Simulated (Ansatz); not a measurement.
Consider the ligand exchange at a Mg–F bond: `[F][MgH]` + CH₃OH → `C[O][MgH]` + H–F.

Program: Ansatz. Geometries: PBE0-D4/def2-TZVP. ΔE: electronic, gas phase. CCSD(T)/CBS adds triple-zeta CCSD(T) − MP2 to the extrapolated MP2 energy (def2 sets, frozen cores). This one scheme is used for every species. Functionals use def2-TZVPP. B3LYP here is the variant with VWN-RPA as its local correlation; programs differ in this. HSE06 is defined as in plane-wave codes. For Mg outer-core shells are correlated without core-valence functions, which leaves a few kJ/mol of doubt a bond.

| level | ΔE (kcal/mol) |
| --- | --- |
| LDA (SPW92) | 13.6 |
| PBE0-D4 | 14.8 |
| B3LYP | 15.9 |
| HSE06 | 15.2 |
| CAM-B3LYP | 15.7 |
| RPA@PBE/def2-TZVPP | 14.0 |
| SCS-MP2/def2-TZVPP | 14.2 |
| MP2/def2-QZVPP | 13.8 |

Question: What does CCSD(T)/CBS give? (Estimate.)

Answer: Ansatz gave: +14.0 kcal/mol. The listed levels differ from it by -0.4, 0.8, 1.9, 1.2, 1.7, 0.0, 0.2, -0.2 kcal/mol.

Largest T1 diagnostic among the species: 0.011.

Leaving LDA and LC-ωPBE aside and taking each functional with its dispersion term where it has one, the values, not all of them listed here, spread over 1.4 kcal/mol, from PBE-QIDH to B97M-V. LDA lies −2.2 kcal/mol from PBE without D4. In def2-TZVPP, CCSD(T) changes the Hartree–Fock value by −1.7 kcal/mol (the triples alone add −0.2 kcal/mol) and MP2 by −2.1 kcal/mol.
